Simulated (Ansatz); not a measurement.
Results of LC-ωPBE (Ansatz, a quantum-chemistry and plane-wave program, plane waves, PAW) for hcp Tl.

Numerical settings: plane-wave cutoff 460 eV, 9×9×6 k mesh (along the axes of the cell as run), Fermi–Dirac smearing 0.05 eV, scalar-relativistic PAW data made under PBE.

Computed at the level's own relaxed cell.

Question: What does this level give for the equilibrium lattice constant a and c axis length?

Answer: 
* **equilibrium lattice constant a**: 3.430 Å
* **c axis length**: 5.500 Å

Measured, for comparison: lattice constant a 3.457 Å, lattice parameter c 5.525 Å (293 K, not corrected to a static lattice; as tabulated in Wikipedia's data pages). Computed (rounded) less measured: lattice constant a -0.8 %, lattice parameter c -0.5 %. A static lattice is as a rule a little smaller and stiffer than an uncorrected measurement, which narrows the difference in the lattice constant a, lattice parameter c and would widen misses of the other sign.

Spin–orbit coupling is not included; it can shift volumes and moduli of such heavy elements.
